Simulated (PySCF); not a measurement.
**Match the barriers**

Saddle point of SiNH$_{5}$S, closed shell (SiNH₅S ([NH2][SiH2][SH]) → SiNH₃ ([NH][SiH2]) + H₂S; bonds formed: S2–H4; bonds broken: Si1–S2, N3–H4), PBE0-D4/def2-TZVP structure:

```tsv
atom	x (Å)	y (Å)	z (Å)
Si1	-0.3486	0.2484	0.7615
S2	1.3250	0.5281	-1.0855
N3	-1.2016	-0.7849	-0.1489
H4	0.2338	-0.3796	-1.2324
H5	0.6308	-0.2929	1.7340
H6	-0.6816	1.6591	1.1161
H7	2.1506	-0.4228	-0.6164
H8	-2.1085	-0.5554	-0.5284
```

Program: PySCF 2.14 with density fitting (its default auxiliary sets; JK sets also for MP2 and CCSD(T)). Basis: def2-TZVPP, with def2-QZVPP for the basis limit. Cores are frozen in the correlated methods. Extrapolation: Hartree–Fock as exp(−7.88 √X), correlation as X^−2.97. Four methods, as single points on the PBE0-D4 structures, gave these electronic barriers from the start structure: 2.661, 2.868, 2.999, 3.588 eV.

Task: The methods were, in alphabetical order, CCSD(T), HF, PBE-D4, r2SCAN-D4. Which gave which? (Judge from chemistry; the calculation decides.)

Result: By the calculation: PBE-D4 2.661; r2SCAN-D4 2.868; CCSD(T) 2.999; HF 3.588 eV. For comparison, CCSD(T) at an estimated basis limit (MP2 extrapolated from triple and quadruple zeta, plus CCSD(T) − MP2 in triple zeta) gives 3.005 eV.

T1 diagnostic: at most 0.018. The end structure is not quite a true minimum (one mode of 53i cm⁻¹).

Labels in which every atom is bracketed show which atoms are joined, not bond orders.

For scale, one of the runs: CCSD(T)/def2-TZVPP, 185 basis functions, launched by `OMP_NUM_THREADS=4 python run.py`. Hardware: 4 CPU threads of an Arm Neoverse V2, shared host. Wall time 3.5 min; peak host memory 1.7 GiB.
